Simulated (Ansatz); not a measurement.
# H2S+ (doublet): wave-function methods side by side, cc-pVTZ

How much of the correlation energy of H2S+ (doublet) does each wave-function method recover here?

Program: Ansatz 0.2.0, Gaussian basis. Level of theory: cc-pVTZ, core rule «outside noble gas», up to 5 orbitals frozen. These are calculated values, not measurements.

Plan: UHF; CCSD(T) on ROHF; CCSD(T) on UHF; BCCD(T) on ROHF; CISD; CCSDT(Q) on ROHF; CCSDT(Q) on UHF; CASSCF and MRCISD+Q, 7 electrons in 6 orbitals; CASSCF and NEVPT2, 7 electrons in 6 orbitals.

3 further runs of the same task are left out: 3 set aside as unsound or not needed.

### Step 1. The geometry

The geometry is a PBE0/def2-TZVP stationary point (not a proven minimum) of the parent state, kept for this charge and spin.

3 atoms, charge 1, spin multiplicity 2.

Atoms are counted from 1 here; the program's logs count them from 0.

Bond lengths: S1–H2 1.341 Å, S1–H3 1.341 Å. Angles: H2–S1–H3 92.3°.

### Step 2. UHF

The input, in.yaml:

```yaml
crystal:
  periodic: [false, false, false]
  atoms:
    - {symbol: S, position_ang: [0.000000, -0.054959, 0.000000]}
    - {symbol: H, position_ang: [0.000000, 0.874191, -0.967203]}
    - {symbol: H, position_ang: [0.000000, 0.874188, 0.967205]}
basis:
  gaussian: {orbitals: cc-pVTZ}
total_charge: 1
magnetization: {spin_polarized: true, initial_magnetization: 1}
hamiltonian: {xc: hf}
output: {orbitals: {seedname: orbitals}}
```

Launch:

```console
$ ansatz run in.yaml --threads 1 --pin off --events-out ev --progress --plain --max-ram 2816MiB --backend cpu
```

After this run come: CCSD(T) on ROHF; CCSD(T) on UHF; BCCD(T) on ROHF; CISD; CCSDT(Q) on ROHF; CCSDT(Q) on UHF; CASSCF and MRCISD+Q, 7 electrons in 6 orbitals; CASSCF and NEVPT2, 7 electrons in 6 orbitals.

**Question.** What will the summary of the whole plan be? Wanted: UCCSDT(Q) below the RHF energy; RMP2 from UCCSDT(Q); UMP2 from UCCSDT(Q); RCCSD from UCCSDT(Q); RCCSD(T) from UCCSDT(Q); UCCSD(T) from UCCSDT(Q); RCCSDT(Q) from UCCSDT(Q); NEVPT2 valence from UCCSDT(Q); MRCISD+Q valence from UCCSDT(Q).

The runs gave:

| quantity | value |
| --- | --- |
| UCCSDT(Q) below the RHF energy | -5.1442 eV |
| RMP2 from UCCSDT(Q) | +85.5 kJ/mol |
| UMP2 from UCCSDT(Q) | +87.8 kJ/mol |
| RCCSD from UCCSDT(Q) | +17.9 kJ/mol |
| RCCSD(T) from UCCSDT(Q) | +2.7 kJ/mol |
| UCCSD(T) from UCCSDT(Q) | +2.6 kJ/mol |
| RCCSDT(Q) from UCCSDT(Q) | +0.1 kJ/mol |
| NEVPT2 valence from UCCSDT(Q) | +86.3 kJ/mol |
| MRCISD+Q valence from UCCSDT(Q) | +1.3 kJ/mol |
| levels within 1 kcal/mol (43 meV) | RCCSD(T), UCCSD(T), BCCD(T), RCCSDT, UCCSDT, RCCSDT(Q), MRCISD+Q valence |
| T1 diagnostic | 0.017 |
| effectively unpaired electrons | 1.01 |

RCCSD(T) lands +2.7 kJ/mol from the yardstick (0.5 % of the correlation energy). One determinant dominates. Of the multireference levels listed MRCISD+Q valence comes nearest in total energy (+1.3 kJ/mol), which doesn't show that its space is the better one. These misses are within one basis, not against nature; the frozen cores of restricted and unrestricted runs differ, which can shift their rows.
